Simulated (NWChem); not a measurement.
System: CHO cation

Input file for NWChem:

```
start job
memory heap 200 mb stack 900 mb global 1100 mb
charge 1
geometry units angstroms noautosym nocenter noautoz
  C      0.000000     0.000000    -0.508590
  O      0.000000     0.000000     0.595818
  H      0.000000     0.000000    -1.619825
end
basis spherical
  C library 6-31g*
  O library 6-31g*
  H library 6-31g*
end
dft
  xc m05-2x
  iterations 150
end
cosmo
  do_cosmo_smd true
  solvent thf
end
task dft energy
```

Output (shortened):

```
             Northwest Computational Chemistry Package (NWChem) 7.3.0
             --------------------------------------------------------

                             Geometry "geometry" -> ""
                             -------------------------

 Output coordinates in angstroms (scale by  1.889725989 to convert to a.u.)

  No.       Tag          Charge          X              Y              Z
 ---- ---------------- ---------- -------------- -------------- --------------
    1 C                    6.0000     0.00000000     0.00000000    -0.50859000
    2 O                    8.0000     0.00000000     0.00000000     0.59581800
    3 H                    1.0000     0.00000000     0.00000000    -1.61982500

 Effective nuclear repulsion energy (a.u.)      27.7671403294

                                 NWChem DFT Module
                                 -----------------

 Summary of "ao basis" -> "ao basis" (spherical)
 ------------------------------------------------------------------------------
       Tag                 Description            Shells   Functions and Types
 ---------------- ------------------------------  ------  ---------------------
 C                           6-31g*                  6       14   3s2p1d
 O                           6-31g*                  6       14   3s2p1d
 H                           6-31g*                  2        2   2s

 in cosmo_initialize ...
 calling solv_data for solv:thf

 solvent parameters
 solvname_short: thf
 solvname_long:  tetrahydrofuran
 dielec:        7.4257
 dielecinf:     1.9740
 nonaqueous SMD model solvent descriptors
 dielec:        7.4257
 sola:          0.0000
 solb:          0.4800
 solc:          0.0000
 solg:         39.4400
 solh:          0.0000
 soln:          1.4050

          ---------------
          -cosmo- solvent
          ---------------
 Cosmo: York-Karplus, doi: 10.1021/jp992097l
 dielectric constant -eps-     =   7.43
 screen = (eps-1)/(eps    )    =   0.86533
 surface charge correction     = lagrangian

   van der Waals surface
 --------------------------

[...]

                                COSMO-SMD solvation results
                                ---------------------------

             internal energy in gas <Psi(g)|H|Psi(g)> =      -113.524004148229
         internal energy in solvent <Psi(s)|H|Psi(s)> =      -113.521719313133
                               delta internal energy  =         0.002284835095 (    1.43 kcal/mol)
   total free energy in solvent <Psi(s)|H+V/2|Psi(s)> =      -113.640021417758
 polarization energy contribution <Psi(s)|V/2|Psi(s)> =        -0.118302104625 (  -74.24 kcal/mol)
    total free energy in solvent including G(SMD-CDS) =      -113.637130924828
                       G(SMD-CDS) energy contribution =         0.002890492930 (    1.81 kcal/mol)
     1 M fixed-concentration free energy of solvation =        -0.113126776599 (  -70.99 kcal/mol)

                       DFT Final Molecular Orbital Analysis
                       ------------------------------------

 Vector    5  Occ=2.000000D+00  E=-7.622030D-01
              MO Center= -2.1D-11,  2.1D-11,  2.0D-01, r^2= 1.3D+00
   Bfn.  Coefficient  Atom+Function         Bfn.  Coefficient  Atom+Function
  ----- ------------  ---------------      ----- ------------  ---------------
    19      0.510949  2 O  pz                 5     -0.403672  1 C  pz
    20      0.332835  2 O  s                 23      0.209384  2 O  pz
    16      0.181872  2 O  s                 29      0.173842  3 H  s
     6      0.108741  1 C  s                 15     -0.077194  2 O  s
     9     -0.064698  1 C  pz                30      0.060370  3 H  s

 Vector    6  Occ=2.000000D+00  E=-7.041905D-01
              MO Center=  4.2D-12, -2.5D-12,  2.6D-01, r^2= 7.6D-01
   Bfn.  Coefficient  Atom+Function         Bfn.  Coefficient  Atom+Function
  ----- ------------  ---------------      ----- ------------  ---------------
    17      0.405439  2 O  px                18      0.387423  2 O  py
     3      0.261537  1 C  px                 4      0.249916  1 C  py
    21      0.225746  2 O  px                22      0.215715  2 O  py
     7      0.080449  1 C  px                 8      0.076874  1 C  py
    27      0.030109  2 O  d  1              25     -0.028771  2 O  d -1

 Vector    7  Occ=2.000000D+00  E=-7.041905D-01
              MO Center= -3.9D-11,  4.1D-11,  2.6D-01, r^2= 7.6D-01
   Bfn.  Coefficient  Atom+Function         Bfn.  Coefficient  Atom+Function
  ----- ------------  ---------------      ----- ------------  ---------------
    18     -0.405439  2 O  py                17      0.387423  2 O  px
     4     -0.261537  1 C  py                 3      0.249916  1 C  px
    22     -0.225746  2 O  py                21      0.215715  2 O  px
     8     -0.080449  1 C  py                 7      0.076874  1 C  px
    25      0.030109  2 O  d -1              27      0.028771  2 O  d  1

 Vector    8  Occ=0.000000D+00  E=-1.036004D-01
              MO Center= -8.7D-13,  9.3D-12, -2.7D-01, r^2= 1.3D+00
   Bfn.  Coefficient  Atom+Function         Bfn.  Coefficient  Atom+Function
  ----- ------------  ---------------      ----- ------------  ---------------
     3      0.425157  1 C  px                 7      0.409163  1 C  px
     4      0.396966  1 C  py                 8      0.382033  1 C  py
    21     -0.325859  2 O  px                17     -0.312041  2 O  px
    22     -0.304253  2 O  py                18     -0.291351  2 O  py
    13      0.026150  1 C  d  1

[...]
```

Level: M05-2X/6-31G* (spherical d), SMD on the gas-phase geometry. Coordinates come from a PBE0/def2-SVP optimisation. Solvent: tetrahydrofuran.
